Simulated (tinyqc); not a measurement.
Inside a calculation. Method: G0W0 on RHF in the sto-3g basis, for H2O, spin multiplicity 1. Computed by tinyqc, a small Python program that keeps every step (integrals from PySCF). Settings: charge = 0, multiplicity = 1, basis = sto-3g, method = RHF, energy threshold = 1e-10, iteration cap = 58, orthogonalisation = canonical, start = Wolfsberg-Helmholz matrix, DIIS depth = 6. Command: `OMP_NUM_THREADS=1 python tinyqc.py 21372 21373 out.jsonl` (the two numbers bound the seeds that draw the settings). One thread of a shared host (Intel(R) Xeon(R) Processor @ 2.60GHz), about 0.07 s of CPU time with the checks. The early iterations of the SCF are left out here.

## One-electron integrals

Geometry (angstrom):
```
atom        x         y        z
O     0.00000   0.00000  0.00000
H     0.00000   0.78300  0.73100
H     0.00000  -0.78300  0.73100
```

Basis sto-3g: exponents (1/bohr^2) and contraction coefficients of normalised primitives:
```
element  l (shell)   exponent  coefficient
O            s (1)  130.70932      0.15433
O            s (1)   23.80886      0.53533
O            s (1)    6.44361      0.44463
O            s (2)    5.03315     -0.09997
O            s (2)    1.16960      0.39951
O            s (2)    0.38039      0.70012
O            p (3)    5.03315      0.15592
O            p (3)    1.16960      0.60768
O            p (3)    0.38039      0.39196
H            s (1)    3.42525      0.15433
H            s (1)    0.62391      0.53533
H            s (1)    0.16886      0.44463
```

Overlap, kinetic and nuclear-attraction integrals over the contracted functions; the nuclear repulsion is the sum of Za Zb / Rab.

nuclear repulsion = 8.2420493 hartree

overlap S, order 1O 1s, 1O 2s, 1O 2px, 1O 2py, 1O 2pz, 2H 1s, 3H 1s:
```
[[1.00000, 0.23670, 0.00000, 0.00000, 0.00000, 0.04113, 0.04113],
 [0.23670, 1.00000, 0.00000, 0.00000, 0.00000, 0.40317, 0.40317],
 [0.00000, 0.00000, 1.00000, 0.00000, 0.00000, 0.00000, 0.00000],
 [0.00000, 0.00000, 0.00000, 1.00000, 0.00000, 0.25704, -0.25704],
 [0.00000, 0.00000, 0.00000, 0.00000, 1.00000, 0.23997, 0.23997],
 [0.04113, 0.40317, 0.00000, 0.25704, 0.23997, 1.00000, 0.23343],
 [0.04113, 0.40317, 0.00000, -0.25704, 0.23997, 0.23343, 1.00000]]
```

kinetic energy T (hartree), order 1O 1s, 1O 2s, 1O 2px, 1O 2py, 1O 2pz, 2H 1s, 3H 1s:
```
[[29.00320, -0.16801, 0.00000, 0.00000, 0.00000, -0.00782, -0.00782],
 [-0.16801, 0.80813, 0.00000, 0.00000, 0.00000, 0.08062, 0.08062],
 [0.00000, 0.00000, 2.52873, 0.00000, 0.00000, 0.00000, 0.00000],
 [0.00000, 0.00000, 0.00000, 2.52873, 0.00000, 0.14935, -0.14935],
 [0.00000, 0.00000, 0.00000, 0.00000, 2.52873, 0.13943, 0.13943],
 [-0.00782, 0.08062, 0.00000, 0.14935, 0.13943, 0.76003, 0.00461],
 [-0.00782, 0.08062, 0.00000, -0.14935, 0.13943, 0.00461, 0.76003]]
```

nuclear attraction V (hartree), order 1O 1s, 1O 2s, 1O 2px, 1O 2py, 1O 2pz, 2H 1s, 3H 1s:
```
[[-61.60647, -7.41695, 0.00000, 0.00000, -0.01692, -1.32144, -1.32144],
 [-7.41695, -10.03371, 0.00000, 0.00000, -0.20558, -3.15058, -3.15058],
 [0.00000, 0.00000, -9.89641, 0.00000, 0.00000, 0.00000, 0.00000],
 [0.00000, 0.00000, 0.00000, -9.99902, 0.00000, -1.76823, 1.76823],
 [-0.01692, -0.20558, 0.00000, 0.00000, -9.98584, -1.71532, -1.71532],
 [-1.32144, -3.15058, 0.00000, -1.76823, -1.71532, -5.42378, -1.37120],
 [-1.32144, -3.15058, 0.00000, 1.76823, -1.71532, -1.37120, -5.42378]]
```

core Hamiltonian H = T + V (hartree), order 1O 1s, 1O 2s, 1O 2px, 1O 2py, 1O 2pz, 2H 1s, 3H 1s:
```
[[-32.60327, -7.58496, 0.00000, 0.00000, -0.01692, -1.32926, -1.32926],
 [-7.58496, -9.22558, 0.00000, 0.00000, -0.20558, -3.06995, -3.06995],
 [0.00000, 0.00000, -7.36767, 0.00000, 0.00000, 0.00000, 0.00000],
 [0.00000, 0.00000, 0.00000, -7.47028, 0.00000, -1.61888, 1.61888],
 [-0.01692, -0.20558, 0.00000, 0.00000, -7.45711, -1.57589, -1.57589],
 [-1.32926, -3.06995, 0.00000, -1.61888, -1.57589, -4.66375, -1.36658],
 [-1.32926, -3.06995, 0.00000, 1.61888, -1.57589, -1.36658, -4.66375]]
```

## Two-electron integrals

Functions are numbered as in S; the eight-fold symmetry (ij|kl) = (ji|kl) = (kl|ij) leaves the list below.

Two-electron integrals (ij|kl) in chemists' order, unique and non-zero (hartree):
```
(11|11) 4.78507    (21|11) 0.74138    (21|21) 0.13687    (22|11) 1.11895
(22|21) 0.25663    (22|22) 0.81721    (31|31) 0.02448    (32|31) 0.03781
(32|32) 0.18052    (33|11) 1.11581    (33|21) 0.25668    (33|22) 0.81702
(33|33) 0.88016    (41|41) 0.02448    (42|41) 0.03781    (42|42) 0.18052
(43|43) 0.04744    (44|11) 1.11581    (44|21) 0.25668    (44|22) 0.81702
(44|33) 0.78527    (44|44) 0.88016    (51|51) 0.02448    (52|51) 0.03781
(52|52) 0.18052    (53|53) 0.04744    (54|54) 0.04744    (55|11) 1.11581
(55|21) 0.25668    (55|22) 0.81702    (55|33) 0.78527    (55|44) 0.78527
(55|55) 0.88016    (61|11) 0.13052    (61|21) 0.02390    (61|22) 0.04457
(61|33) 0.04449    (61|41) 0.00081    (61|42) 0.00151    (61|44) 0.04463
(61|51) 0.00075    (61|52) 0.00141    (61|54) 0.00013    (61|55) 0.04461
(61|61) 0.00423    (62|11) 0.33011    (62|21) 0.07672    (62|22) 0.27200
(62|33) 0.26728    (62|41) 0.00422    (62|42) 0.03276    (62|44) 0.27470
(62|51) 0.00394    (62|52) 0.03058    (62|54) 0.00693    (62|55) 0.27375
(62|61) 0.01367    (62|62) 0.11381    (63|31) 0.00787    (63|32) 0.04639
(63|43) 0.00674    (63|53) 0.00629    (63|63) 0.01588    (64|11) 0.17770
(64|21) 0.04182    (64|22) 0.15828    (64|33) 0.15117    (64|41) 0.00988
(64|42) 0.06435    (64|44) 0.16875    (64|51) 0.00187    (64|52) 0.01677
(64|54) 0.01013    (64|55) 0.15475    (64|61) 0.00777    (64|62) 0.08047
(64|64) 0.07212    (65|11) 0.16590    (65|21) 0.03904    (65|22) 0.14777
(65|33) 0.14113    (65|41) 0.00187    (65|42) 0.01677    (65|44) 0.14497
(65|51) 0.00962    (65|52) 0.06205    (65|54) 0.01032    (65|55) 0.15705
(65|61) 0.00725    (65|62) 0.07512    (65|64) 0.05250    (65|65) 0.06489
(66|11) 0.48210    (66|21) 0.11385    (66|22) 0.46401    (66|33) 0.44555
(66|41) 0.00783    (66|42) 0.08476    (66|44) 0.47483    (66|51) 0.00731
(66|52) 0.07913    (66|54) 0.02734    (66|55) 0.47107    (66|61) 0.02045
(66|62) 0.24871    (66|64) 0.20067    (66|65) 0.18734    (66|66) 0.77461
(71|11) 0.13052    (71|21) 0.02390    (71|22) 0.04457    (71|33) 0.04449
(71|41) -0.00081   (71|42) -0.00151   (71|44) 0.04463    (71|51) 0.00075
(71|52) 0.00141    (71|54) -0.00013   (71|55) 0.04461    (71|61) 0.00417
(71|62) 0.01330    (71|64) 0.00692    (71|65) 0.00706    (71|66) 0.01973
(71|71) 0.00423    (72|11) 0.33011    (72|21) 0.07672    (72|22) 0.27200
(72|33) 0.26728    (72|41) -0.00422   (72|42) -0.03276   (72|44) 0.27470
(72|51) 0.00394    (72|52) 0.03058    (72|54) -0.00693   (72|55) 0.27375
(72|61) 0.01330    (72|62) 0.09352    (72|64) 0.04552    (72|65) 0.06015
(72|66) 0.16878    (72|71) 0.01367    (72|72) 0.11381    (73|31) 0.00787
(73|32) 0.04639    (73|43) -0.00674   (73|53) 0.00629    (73|63) 0.01267
(73|73) 0.01588    (74|11) -0.17770   (74|21) -0.04182   (74|22) -0.15828
(74|33) -0.15117   (74|41) 0.00988    (74|42) 0.06435    (74|44) -0.16875
(74|51) -0.00187   (74|52) -0.01677   (74|54) 0.01013    (74|55) -0.15475
(74|61) -0.00692   (74|62) -0.04552   (74|64) -0.00991   (74|65) -0.02865
(74|66) -0.07313   (74|71) -0.00777   (74|72) -0.08047   (74|74) 0.07212
(75|11) 0.16590    (75|21) 0.03904    (75|22) 0.14777    (75|33) 0.14113
(75|41) -0.00187   (75|42) -0.01677   (75|44) 0.14497    (75|51) 0.00962
(75|52) 0.06205    (75|54) -0.01032   (75|55) 0.15705    (75|61) 0.00706
(75|62) 0.06015    (75|64) 0.02865    (75|65) 0.05078    (75|66) 0.11896
(75|71) 0.00725    (75|72) 0.07512    (75|74) -0.05250   (75|75) 0.06489
(76|11) 0.13402    (76|21) 0.03148    (76|22) 0.12243    (76|33) 0.11925
(76|44) 0.12128    (76|51) 0.00244    (76|52) 0.02312    (76|55) 0.12664
(76|61) 0.00557    (76|62) 0.05240    (76|64) 0.03200    (76|65) 0.03888
(76|66) 0.12285    (76|71) 0.00557    (76|72) 0.05240    (76|74) -0.03200
(76|75) 0.03888    (76|76) 0.03049    (77|11) 0.48210    (77|21) 0.11385
(77|22) 0.46401    (77|33) 0.44555    (77|41) -0.00783   (77|42) -0.08476
(77|44) 0.47483    (77|51) 0.00731    (77|52) 0.07913    (77|54) -0.02734
(77|55) 0.47107    (77|61) 0.01973    (77|62) 0.16878    (77|64) 0.07313
(77|65) 0.11896    (77|66) 0.33257    (77|71) 0.02045    (77|72) 0.24871
(77|74) -0.20067   (77|75) 0.18734    (77|76) 0.12285    (77|77) 0.77461
```

## Orthogonalisation

S = U s U^T; canonical form X = U s^(-1/2), so that X^T S X = 1. Each column of U has its largest component positive (the first on a tie).

eigenvalues of S: [0.41684, 0.50150, 0.87818, 1.00000, 1.10960, 1.26507, 1.82880]

X, order 1O 1s, 1O 2s, 1O 2px, 1O 2py, 1O 2pz, 2H 1s, 3H 1s:
```
[[-0.33379, 0.00000, 0.73660, 0.00000, 0.62353, 0.00000, 0.15801],
 [1.05298, 0.00000, -0.32077, 0.00000, 0.33644, 0.00000, 0.41952],
 [0.00000, 0.00000, 0.00000, 1.00000, 0.00000, 0.00000, 0.00000],
 [0.00000, 0.83200, 0.00000, 0.00000, 0.00000, 0.71837, 0.00000],
 [0.54610, 0.00000, 0.66101, 0.00000, -0.60128, 0.00000, 0.22284],
 [-0.66355, -0.80678, -0.16777, 0.00000, -0.13731, 0.37041, 0.38482],
 [-0.66355, 0.80678, -0.16777, 0.00000, -0.13731, -0.37041, 0.38482]]
```

## Iteration 8 (converged): orbitals

converged F (hartree), order 1O 1s, 1O 2s, 1O 2px, 1O 2py, 1O 2pz, 2H 1s, 3H 1s:
```
[[-20.26074, -5.16520, 0.00000, 0.00000, -0.02637, -0.91397, -0.91397],
 [-5.16520, -2.42324, 0.00000, 0.00000, -0.09128, -0.84610, -0.84610],
 [0.00000, 0.00000, -0.39376, 0.00000, 0.00000, 0.00000, 0.00000],
 [0.00000, 0.00000, 0.00000, -0.24756, 0.00000, -0.34510, 0.34510],
 [-0.02637, -0.09128, 0.00000, 0.00000, -0.29251, -0.36448, -0.36448],
 [-0.91397, -0.84610, 0.00000, -0.34510, -0.36448, -0.45384, -0.31873],
 [-0.91397, -0.84610, 0.00000, 0.34510, -0.36448, -0.31873, -0.45384]]
```

Diagonalise F' = X^T F X, C = X C', fill 5 alpha and 5 beta electrons from the bottom; D = 2 C_occ C_occ^T. Each column has its largest component positive (the first on a tie).

F' = X^T F X (hartree):
```
[[-0.09299, 0.00000, 2.02717, 0.00000, 1.58798, 0.00000, 0.34479],
 [0.00000, 0.57932, 0.00000, 0.00000, 0.00000, 0.12010, 0.00000],
 [2.02717, 0.00000, -8.52856, 0.00000, -8.85784, 0.00000, -3.63556],
 [0.00000, 0.00000, 0.00000, -0.39376, 0.00000, 0.00000, 0.00000],
 [1.58798, 0.00000, -8.85784, 0.00000, -10.04783, 0.00000, -4.15772],
 [0.00000, 0.12010, 0.00000, 0.00000, 0.00000, -0.53215, 0.00000],
 [0.34479, 0.00000, -3.63556, 0.00000, -4.15772, 0.00000, -2.77316]]
```

orbital energies (hartree): [-20.26908, -1.22811, -0.54497, -0.46240, -0.39376, 0.51705, 0.59215]

coefficients C, order 1O 1s, 1O 2s, 1O 2px, 1O 2py, 1O 2pz, 2H 1s, 3H 1s:
```
[[0.99440, -0.23725, 0.00000, 0.10083, 0.00000, -0.11168, 0.00000],
 [0.02439, 0.87386, 0.00000, -0.51523, 0.00000, 0.68640, 0.00000],
 [0.00000, 0.00000, 0.00000, 0.00000, 1.00000, 0.00000, 0.00000],
 [0.00000, 0.00000, 0.62593, 0.00000, 0.00000, 0.00000, 0.90360],
 [0.00356, 0.10045, 0.00000, 0.72196, 0.00000, 0.78424, 0.00000],
 [-0.00474, 0.14665, 0.45401, 0.32943, 0.00000, -0.71087, -0.76288],
 [-0.00474, 0.14665, -0.45401, 0.32943, 0.00000, -0.71087, 0.76288]]
```

D after iteration 8, order 1O 1s, 1O 2s, 1O 2px, 1O 2py, 1O 2pz, 2H 1s, 3H 1s:
```
[[2.11058, -0.47005, 0.00000, 0.00000, 0.10500, -0.01259, -0.01259],
 [-0.47005, 2.05938, 0.00000, 0.00000, -0.56822, -0.08339, -0.08339],
 [0.00000, 0.00000, 2.00000, 0.00000, 0.00000, 0.00000, 0.00000],
 [0.00000, 0.00000, 0.00000, 0.78359, 0.00000, 0.56836, -0.56836],
 [0.10500, -0.56822, 0.00000, 0.00000, 1.06265, 0.50509, 0.50509],
 [-0.01259, -0.08339, 0.00000, 0.56836, 0.50509, 0.67235, -0.15215],
 [-0.01259, -0.08339, 0.00000, -0.56836, 0.50509, -0.15215, 0.67235]]
```

## Convergence

Stop when the energy changes by less than 1e-10 hartree and every element of the error matrix X^T (F D S - S D F) X is below 3e-06.

Course of the cycle:
```
iteration  E (hartree)     change  largest element of the error matrix
1          -74.5173464          -                             6.52e-01
2          -74.9338233  -4.16e-01                             1.59e-01
3          -74.9507331  -1.69e-02                             4.34e-02
4          -74.9523520  -1.62e-03                             8.94e-03
5          -74.9524376  -8.56e-05                             1.95e-03
6          -74.9524491  -1.15e-05                             2.35e-05
7          -74.9524491  -8.61e-10                             6.97e-08
8          -74.9524491   1.42e-14                             5.09e-10
```

PySCF RHF in the same basis = -74.9524491 hartree

Converged in 8 iterations.

## Integrals over molecular orbitals

(pq|rs) = sum C_ip C_jq C_kr C_ls (ij|kl), one index at a time.

one-electron integrals over orbitals h = C^T H C (hartree):
```
[[-32.58656, 0.56366, 0.00000, -0.22805, 0.00000, 0.25462, 0.00000],
 [0.56366, -7.58651, 0.00000, 0.52529, 0.00000, -1.25013, 0.00000],
 [0.00000, 0.00000, -6.12630, 0.00000, 0.00000, 0.00000, -1.72336],
 [-0.22805, 0.52529, 0.00000, -6.62913, 0.00000, -1.29365, 0.00000],
 [0.00000, 0.00000, 0.00000, 0.00000, -7.36767, 0.00000, 0.00000],
 [0.25462, -1.25013, 0.00000, -1.29365, 0.00000, -5.40587, 0.00000],
 [0.00000, 0.00000, -1.72336, 0.00000, 0.00000, 0.00000, -5.47337]]
```

Two-electron integrals over orbitals (pq|rs), unique and non-zero (hartree):
```
(11|11) 4.74643    (21|11) -0.42480   (21|21) 0.06020    (22|11) 1.01438
(22|21) -0.01447   (22|22) 0.72521    (31|31) 0.01123    (32|31) 0.01753
(32|32) 0.13353    (33|11) 0.78248    (33|21) -0.00478   (33|22) 0.62836
(33|33) 0.60844    (41|11) 0.17914    (41|21) -0.02318   (41|22) 0.01388
(41|33) 0.00608    (41|41) 0.02503    (42|11) -0.15172   (42|21) 0.00874
(42|22) -0.01740   (42|33) 0.00324    (42|41) 0.01705    (42|42) 0.12828
(43|31) -0.00332   (43|32) 0.02356    (43|43) 0.05478    (44|11) 0.93452
(44|21) -0.01166   (44|22) 0.65739    (44|33) 0.57514    (44|41) -0.00867
(44|42) -0.09388   (44|44) 0.70711    (51|51) 0.02598    (52|51) 0.03295
(52|52) 0.14831    (53|53) 0.02757    (54|51) -0.01297   (54|52) -0.04726
(54|54) 0.05070    (55|11) 1.11535    (55|21) -0.01199   (55|22) 0.75163
(55|33) 0.61402    (55|41) 0.00505    (55|42) -0.08196   (55|44) 0.69216
(55|55) 0.88016    (61|11) -0.20000   (61|21) 0.03059    (61|22) -0.00061
(61|33) 0.00092    (61|41) 0.00218    (61|42) 0.02127    (61|44) -0.01694
(61|55) -0.00535   (61|61) 0.02768    (62|11) 0.27463    (62|21) -0.00579
(62|22) 0.13590    (62|33) 0.07336    (62|41) 0.01871    (62|42) 0.02815
(62|44) 0.06253    (62|55) 0.14448    (62|61) 0.01089    (62|62) 0.09837
(63|31) 0.00322    (63|32) -0.03046   (63|43) -0.03307   (63|63) 0.06686
(64|11) 0.26566    (64|21) -0.00358   (64|22) 0.11911    (64|33) 0.05069
(64|41) 1.43e-06   (64|42) -0.05588   (64|44) 0.13185    (64|55) 0.14618
(64|61) -0.00298   (64|62) 0.05713    (64|64) 0.09747    (65|51) 0.01322
(65|52) 0.05151    (65|54) 0.00421    (65|65) 0.03553    (66|11) 0.80909
(66|21) -0.00758   (66|22) 0.60959    (66|33) 0.56115    (66|41) 0.01853
(66|42) 0.04667    (66|44) 0.55353    (66|55) 0.59105    (66|61) 0.00951
(66|62) 0.09895    (66|64) 0.05380    (66|66) 0.59630    (71|31) 0.01449
(71|32) 0.02151    (71|43) -0.00437   (71|63) 0.00362    (71|71) 0.01875
(72|31) 0.01452    (72|32) 0.04921    (72|43) -0.03468   (72|63) 0.03231
(72|71) 0.01793    (72|72) 0.06520    (73|11) 0.36578    (73|21) -0.00713
(73|22) 0.15275    (73|33) 0.08980    (73|41) -0.00045   (73|42) -0.08391
(73|44) 0.13845    (73|55) 0.19777    (73|61) -0.00628   (73|62) 0.06890
(73|64) 0.10139    (73|66) 0.04477    (73|73) 0.16150    (74|31) -0.00905
(74|32) -0.07674   (74|43) -0.01147   (74|63) 0.05042    (74|71) -0.01164
(74|72) -0.01528   (74|74) 0.07402    (75|53) 0.02370    (75|75) 0.02391
(76|31) 0.00764    (76|32) 0.08510    (76|43) 0.05839    (76|63) -0.05831
(76|71) 0.00955    (76|72) -0.00904   (76|74) -0.06143   (76|76) 0.10875
(77|11) 0.82591    (77|21) -0.00843   (77|22) 0.60685    (77|33) 0.58950
(77|41) 0.00415    (77|42) -0.01290   (77|44) 0.57804    (77|55) 0.60416
(77|61) -0.00325   (77|62) 0.06065    (77|64) 0.04502    (77|66) 0.55804
(77|73) 0.08386    (77|77) 0.59582
```

## Screening: direct RPA

With D = e_a - e_i and K = (ia|jb): diagonalise D^(1/2) (D + 4K) D^(1/2) = Z w^2 Z^T; X + Y = D^(1/2) Z w^(-1/2), each column of Z with its largest component positive (the first on a tie); E_c = (sum w - tr (D + 2K)) / 2.

D^(1/2) (D + 4K) D^(1/2) (hartree^2), order 1>6, 1>7, 2>6, 2>7, 3>6, 3>7, 4>6, 4>7, 5>6, 5>7:
```
[[434.36413, 0.00000, 0.26242, 0.00000, 0.00000, -0.12220, -0.05382, 0.00000, 0.00000, 0.00000],
 [0.00000, 436.75510, 0.00000, 0.44188, 0.06813, 0.00000, 0.00000, -0.21842, 0.00000, 0.00000],
 [0.26242, 0.00000, 3.73226, 0.00000, 0.00000, 0.38825, 0.29877, 0.00000, 0.00000, 0.00000],
 [0.00000, 0.44188, 0.00000, 3.78807, 0.17972, 0.00000, 0.00000, -0.08470, 0.00000, 0.00000],
 [0.00000, 0.06813, 0.00000, 0.17972, 1.41194, 0.00000, 0.00000, 0.21342, 0.00000, 0.00000],
 [-0.12220, 0.00000, 0.38825, 0.00000, 0.00000, 2.02765, 0.42800, 0.00000, 0.00000, 0.00000],
 [-0.05382, 0.00000, 0.29877, 0.00000, 0.00000, 0.42800, 1.34120, 0.00000, 0.00000, 0.00000],
 [0.00000, -0.21842, 0.00000, -0.08470, 0.21342, 0.00000, 0.00000, 1.42431, 0.00000, 0.00000],
 [0.00000, 0.00000, 0.00000, 0.00000, 0.00000, 0.00000, 0.00000, 0.00000, 0.95902, 0.00000],
 [0.00000, 0.00000, 0.00000, 0.00000, 0.00000, 0.00000, 0.00000, 0.00000, 0.00000, 1.06631]]
```

excitation energies w (hartree): [0.97929, 1.03263, 1.06372, 1.09128, 1.27662, 1.44695, 1.95015, 1.96869, 20.84141, 20.89870]

X + Y, order 1>6, 1>7, 2>6, 2>7, 3>6, 3>7, 4>6, 4>7, 5>6, 5>7:
```
[[0.00000, 0.00000, 0.00009, 0.00000, 0.00000, 0.00177, 0.00000, -0.00162, 0.99867, 0.00000],
 [0.00000, 0.00000, 0.00000, -0.00168, 0.00116, 0.00000, -0.00341, 0.00000, 0.00000, 0.99910],
 [0.00000, 0.00000, -0.05423, 0.00000, 0.00000, -0.30641, 0.00000, 0.90325, 0.00018, 0.00000],
 [0.00000, 0.00000, 0.00000, -0.09345, -0.03441, 0.00000, 0.96319, 0.00000, 0.00000, 0.00030],
 [0.00000, 0.00000, 0.00000, 0.71292, 0.62697, 0.00000, 0.05337, 0.00000, 0.00000, 0.00004],
 [0.00000, 0.00000, -0.42969, 0.00000, 0.00000, 0.77845, 0.00000, 0.18015, -0.00007, 0.00000],
 [0.00000, 0.00000, 0.87183, 0.00000, 0.00000, 0.31977, 0.00000, 0.10801, -0.00003, 0.00000],
 [0.00000, 0.00000, 0.00000, -0.67573, 0.65958, 0.00000, -0.02126, 0.00000, 0.00000, -0.00011],
 [0.96440, 0.00000, 0.00000, 0.00000, 0.00000, 0.00000, 0.00000, 0.00000, 0.00000, 0.00000],
 [0.00000, 0.97712, 0.00000, 0.00000, 0.00000, 0.00000, 0.00000, 0.00000, 0.00000, 0.00000]]
```

RPA correlation energy = -0.0658900 hartree

## G0W0 on Hartree-Fock: HOMO

W(p,q,m) = sqrt2 sum_ia (pq|ia) (X+Y)_ia,m; Sigma_c(x) = sum_(i,m) W^2/(x - e_i + w_m) + sum_(a,m) W^2/(x - e_a - w_m); solve x = e_p + Sigma_c(x) by Newton steps; Z = 1/(1 - dSigma/dx); 1 hartree = 27.211386 eV.

The 12 largest terms at x = e_p (hartree; W for the signs of X + Y given):
```
q  m         W      term
5  6   0.22121   0.03382
5  8   0.25728   0.03362
2  1   0.07026   0.00272
5  3   0.04897   0.00225
6  1   0.04846  -0.00124
3  2   0.03275   0.00091
7  2   0.03304  -0.00054
4  1   0.00575  3.15e-05
1  1   0.01803  1.56e-05
5  9  -0.00754  2.73e-06
```

Newton steps (hartree):
```
step         x  Sigma_c(x)        Z
0     -0.39376     0.07159  0.95621
1     -0.32530     0.06858  0.95948
2     -0.32518     0.06858  0.95949
3     -0.32518     0.06858  0.95949
```

quasiparticle energy of the HOMO = -8.84868 eV

Hartree-Fock value = -10.71477 eV

## G0W0 on Hartree-Fock: LUMO

As before.

The 12 largest terms at x = e_p (hartree; W for the signs of X + Y given):
```
q  m         W      term
6  8   0.14600  -0.01083
7  5  -0.10855  -0.00872
4  6   0.13093   0.00707
2  8   0.15191   0.00621
3  5   0.10475   0.00469
4  8   0.11370   0.00439
4  3   0.05419   0.00144
5  1   0.04846   0.00124
2  6   0.05909   0.00109
6  3   0.03154  -0.00094
3  7   0.04753   0.00075
6  6   0.03076  -0.00065
```

Newton steps (hartree):
```
step        x  Sigma_c(x)        Z
0     0.51705     0.00594  0.97707
1     0.52286     0.00581  0.97701
2     0.52286     0.00581  0.97701
```

quasiparticle energy of the LUMO = 14.22762 eV

Hartree-Fock value = 14.06963 eV
